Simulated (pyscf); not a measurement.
A first-order saddle from PySCF, ωB97X-D3(BJ)/def2-SVP:

```
N
H 1 1.0179
N 1 1.4119 2 110.26
H 3 1.0209 1 108.84 2 133.13
H 3 1.0211 4 105.91 1 -118.40
H 1 1.4800 2 119.43 3 138.77
H 6 0.9560 1 148.97 2 112.81
Ge 6 1.8671 7 76.97 1 6.35
H 8 1.5884 6 88.77 7 -85.25
```
Charge 0, spin multiplicity 1.

Surface: singlet, charge 0. Lowest wavenumbers (cm⁻¹): 1319i, 182, 234, 273, 517.

Problem. What reaction is this the transition state of?

Solution. H₂N–NH₂ + germylene (GeH₂) [singlet] <-> H₂N–NH–GeH: [singlet] + hydrogen (H₂), a four-centre exchange read from left to right: H–N, Ge–H broken and Ge–N, H–H formed. At ωB97M-D3(BJ)/def2-TZVP it lies +45.0 kJ/mol from the left side and +110.1 kJ/mol from the right (each side as separated species at their lowest minima found). On the reactant side the descent ends in an adduct with a Ge–N contact, 122.4 kJ/mol under the separated species and 160.0 kJ/mol under the saddle at ωB97X-D3(BJ)/def2-TZVP. What is counted as formed (Ge–N) is already present as a longer contact in the reactant adduct; forming that adduct is a step of its own. At the saddle there is also a short Ge–H contact that neither side keeps. One saddle was located; it need not be the lowest between these sides. Elements up to Kr have no core potential and no relativistic terms here.
